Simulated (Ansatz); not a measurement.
# C₃H₆O₂: up Jacob's ladder to CCSD(T)

The task here is to estimate one member of a computed series from the others.

Computed with Ansatz 0.2.0, Gaussian basis. Level: functionals in def2-TZVPP, the program's frozen cores in correlated methods.

The runs, in order: PBE-D4, r2SCAN-D4, PBE0-D4, B3LYP-D4, ωB97X-V, ωB97M-V, B2PLYP; CCSD(T)/def2-TZVPP; MP2/def2-QZVPP; extrapolation to the limit.

## The relaxed structure

The geometry comes from an earlier relaxation with PBE0-D4 in a triple-zeta def2 set; it is a stationary point, not always the lowest conformer.

SMILES `O=CCCO`, 11 atoms, charge 0, spin multiplicity 1.

Atoms are counted from 1 here; the program's logs count them from 0.

Bond lengths: O1–C2 1.198 Å, C2–C3 1.504 Å, C2–H6 1.114 Å, C3–C4 1.510 Å, C3–H7 1.092 Å, C3–H8 1.098 Å, C4–O5 1.411 Å, C4–H9 1.100 Å, C4–H10 1.097 Å, O5–H11 0.960 Å. Angles: O1–C2–C3 124.7°, O1–C2–H6 120.6°, C3–C2–H6 114.6°, C2–C3–C4 112.1°, C2–C3–H7 109.2°, C2–C3–H8 106.9°, C4–C3–H7 111.7°, C4–C3–H8 109.0°, H7–C3–H8 107.8°, C3–C4–O5 107.3°, C3–C4–H9 109.5°, C3–C4–H10 109.9°, O5–C4–H9 111.0°, O5–C4–H10 111.5°, H9–C4–H10 107.6°, C4–O5–H11 109.1°.

Geometry (Å):

```
O     1.5104   -1.4095   -1.5805
C     1.2040   -0.7269   -0.6448
C    -0.1193   -0.7926    0.0664
C    -0.5724    0.5645    0.5484
O    -0.7729    1.3702   -0.5931
H     1.9251    0.0074   -0.2178
H    -0.8577   -1.2532   -0.5926
H     0.0160   -1.4525    0.9333
H     0.1963    0.9970    1.2063
H    -1.4935    0.4639    1.1361
H    -1.0229    2.2538   -0.3142
```

Set-up of the first run:

The input, in.yaml:

```yaml
crystal:
  periodic: [false, false, false]
  atoms:
    - {symbol: O, position_ang: [1.510404, -1.409507, -1.580476]}
    - {symbol: C, position_ang: [1.203988, -0.726869, -0.644822]}
    - {symbol: C, position_ang: [-0.119291, -0.792576, 0.066439]}
    - {symbol: C, position_ang: [-0.572360, 0.564508, 0.548413]}
    - {symbol: O, position_ang: [-0.772908, 1.370206, -0.593058]}
    - {symbol: H, position_ang: [1.925105, 0.007352, -0.217821]}
    - {symbol: H, position_ang: [-0.857712, -1.253170, -0.592648]}
    - {symbol: H, position_ang: [0.016037, -1.452474, 0.933290]}
    - {symbol: H, position_ang: [0.196277, 0.996957, 1.206278]}
    - {symbol: H, position_ang: [-1.493509, 0.463932, 1.136146]}
    - {symbol: H, position_ang: [-1.022931, 2.253843, -0.314242]}
basis:
  gaussian: {orbitals: def2-TZVPP}
hamiltonian: {xc: pbe, dispersion: d4}
output: {forces: true, orbitals: {seedname: orbitals}}
```

Run with:

```console
ansatz run in.yaml --threads 4 --pin off --events-out ev --progress --plain --max-ram 10444MiB
```

Among the steps run: PBE-D4 (GGA); r2SCAN-D4 (meta-GGA); PBE0-D4 (hybrid); B3LYP-D4 (hybrid); ωB97X-V (range-separated); ωB97M-V (range-separated); B2PLYP (double hybrid); CCSD(T) in def2-TZVPP; MP2 in def2-QZVPP.

One table of the session follows, with a row left open; its other results are not shown here.

| method | atomisation energy (eV) |
| --- | --- |
| PBE-D4 | 47.694 |
| r2SCAN-D4 | 46.422 |
| PBE0-D4 | 46.509 |
| B3LYP-D4 | 46.268 |
| ωB97X-V | 46.356 |
| ωB97M-V | 46.444 |
| B2PLYP | 45.880 |
| HF/def2-TZVPP | 32.882 |
| MP2/def2-TZVPP | 46.150 |
| CCSD/def2-TZVPP | 44.367 |
| CCSD(T)/def2-TZVPP | ? |
| MP2/CBS | 47.335 |
| CCSD(T)/CBS | 46.318 |

**Question.** Estimate the row for CCSD(T)/def2-TZVPP.

The run gave: atomisation energy (eV): 45.133. In the column «atomisation energy (eV)» it lies between CCSD/def2-TZVPP (44.367) and B2PLYP (45.880).
